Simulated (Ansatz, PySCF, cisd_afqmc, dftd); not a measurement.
Species: NO2, charge 0, doublet. NO2 (SMILES [O]N=O, doublet).
B3LYP-D3(BJ)/def2-TZVP minimum from Ansatz (a program for electronic structure):
```xyz
3

N      0.0007    -0.0065     0.3208
O      0.0274     1.0999    -0.1182
O     -0.0281    -1.0942    -0.1625
```
Charge 0, spin multiplicity 2.

Wanted: enthalpy of formation at 298 K (by atomisation, with ideal-gas terms from PySCF's Hessian at B3LYP-D3(BJ)/def2-TZVP and the atoms' measured values of the G2/97 table; no spin-orbit terms), in kcal/mol. Radicals and triplets start from unrestricted determinants; spin-orbit coupling is neglected. Correlated methods leave the cores frozen. Rows without X2C or -DK are non-relativistic. AFQMC/CISD: phaseless, guided by CISD from CCSD amplitudes; bars are statistical, one sigma. Outlying blocks are dropped, and bars are widened where a walk drifts. Over all cases where full CI ran beside it in this data, AFQMC minus full CI had a median of +0.1 mEh and passed +0.4 mEh in a tenth of the cases. CBS(X,Y): correlation extrapolated as X^-3, Hartree-Fock from the larger set (Q,5: extrapolated as (X+1)exp(-9√X)). A bracket is a step between two methods taken in the basis named. The functionals are non-relativistic, so their misses hold any scalar relativity. Double hybrids freeze cores in their MP2 part. 'core' is core correlation in cc-pwCVTZ, 'X2C' scalar relativity in cc-pVTZ-DK, both at CCSD(T).

Measured: 8.1 kcal/mol, 34.0 kJ/mol (Active Thermochemical Tables 1.112 (ions: stationary electron), as tabulated in the package chemicals); atomic spin-orbit terms, which the calculations lack, would raise the computed values.

```tsv
level	program	enthalpy of formation at 298 K (kcal/mol)	error against that value
HF/CBS(cc-pVQZ,cc-pV5Z)	Ansatz	179.7	171.6
B2PLYP-D3(BJ)/def2-TZVPD	Ansatz + dftd3	4.1	-4.0
B2PLYP/def2-TZVPD	Ansatz	4.5	-3.6
B2GP-PLYP/def2-TZVPD	Ansatz	10.8	2.7
MP2/cc-pVQZ	Ansatz	-7.3	-15.4
CCSD/CBS(cc-pVQZ,cc-pV5Z)	Ansatz	28.4	20.3
CCSD(T)/CBS(cc-pVTZ,cc-pVQZ) + core + X2C	Ansatz	9.6	1.5
CCSDT(Q)/cc-pVTZ	Ansatz	22.1	14.0
CCSD(T)/CBS(cc-pVQZ,cc-pV5Z) + [AFQMC/CISD - CCSD(T)]/cc-pVTZ + core + X2C	Ansatz + cisd_afqmc	8.8 ± 0.3	0.7
CCSD(T)/CBS(cc-pVQZ,cc-pV5Z) + [CCSDT(Q) - CCSD(T)]/cc-pVTZ + core + X2C	Ansatz	7.6	-0.5
```
